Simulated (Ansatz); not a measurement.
# Si₂C (singlet): wave-function methods side by side at distance Si1–C2 = 1.876 Å, cc-pVDZ

Aim: climb from Hartree-Fock through coupled cluster and multireference methods for Si₂C (singlet) at one geometry and basis, and see what each rung misses.

Method: cc-pVDZ, core rule «outside noble gas», up to 11 orbitals frozen; program: Ansatz 0.2.0, Gaussian basis.

To be run: UHF; CCSD(T) on RHF; CCSD(T) on UHF; BCCD(T) on RHF; CISD; CCSDT(Q) on RHF; CCSDT(Q) on UHF; CCSDTQ on RHF; CASSCF and MRCISD+Q, 2 electrons in 2 orbitals; CASSCF and NEVPT2, 2 electrons in 2 orbitals; CASSCF and NEVPT2, 12 electrons in 12 orbitals.

1 further run of the same task is left out (for a known fault of the program).

## Step 1: The system

The geometry derives from a PBE0/def2-TZVP stationary point (not a proven minimum). One bond is set to the value named and the two fragments are kept rigid.

3 atoms, charge 0, spin multiplicity 1.

Atoms are counted from 1 here; the program's logs count them from 0.

Bond lengths: Si1–C2 1.876 Å, C2–Si3 1.686 Å. Angles: Si1–C2–Si3 180.0°.

As a file:

```
Si    0.00000    0.00000    1.81253
C     0.00000    0.00000   -0.06347
Si    0.00000    0.00000   -1.74907
```

## Step 2: UHF

File in.yaml:

```yaml
crystal:
  periodic: [false, false, false]
  atoms:
    - {symbol: Si, position_ang: [0.000000, 0.000000, 1.812533]}
    - {symbol: C, position_ang: [0.000000, 0.000000, -0.063467]}
    - {symbol: Si, position_ang: [0.000000, 0.000000, -1.749067]}
basis:
  gaussian: {orbitals: cc-pVDZ}
magnetization: {spin_polarized: true, initial_magnetization: 0}
hamiltonian: {xc: hf}
output: {orbitals: {seedname: orbitals}}
```

Started as:

```
$ ansatz run in.yaml --threads 1 --pin off --events-out ev --progress --plain --max-ram 2816MiB --backend cpu
```

The runs that follow: CCSD(T) on RHF; CCSD(T) on UHF; BCCD(T) on RHF; CISD; CCSDT(Q) on RHF; CCSDT(Q) on UHF; CCSDTQ on RHF; CASSCF and MRCISD+Q, 2 electrons in 2 orbitals; CASSCF and NEVPT2, 2 electrons in 2 orbitals; CASSCF and NEVPT2, 12 electrons in 12 orbitals.

Q: Predict the results of all the runs planned. Wanted: RCCSDTQ below the RHF energy; RMP2 from RCCSDTQ; RCCSD from RCCSDTQ; RCCSD(T) from RCCSDTQ; RCCSDT(Q) from RCCSDTQ; MRCISD+Q pair from RCCSDTQ; NEVPT2 valence from RCCSDTQ; T1 diagnostic; effectively unpaired electrons.

**Answer**, as computed:

| quantity | value |
| --- | --- |
| RCCSDTQ below the RHF energy | -9.1545 eV |
| RMP2 from RCCSDTQ | +1240.4 meV |
| RCCSD from RCCSDTQ | +742.8 meV |
| RCCSD(T) from RCCSDTQ | +97.4 meV |
| RCCSDT(Q) from RCCSDTQ | -6.1 meV |
| MRCISD+Q pair from RCCSDTQ | +489.0 meV |
| NEVPT2 valence from RCCSDTQ | +1164.6 meV |
| levels within 1 kcal/mol (43 meV) | RCCSDT(Q) |
| T1 diagnostic | 0.024 |
| effectively unpaired electrons | 0.18 |

RCCSD(T) lands +97.4 meV from the yardstick (1.1 % of the correlation energy). One determinant dominates. Of the multireference levels listed MRCISD+Q pair comes nearest in total energy (+489.0 meV), which doesn't show that its space is the better one. These misses are within one basis, not against nature.
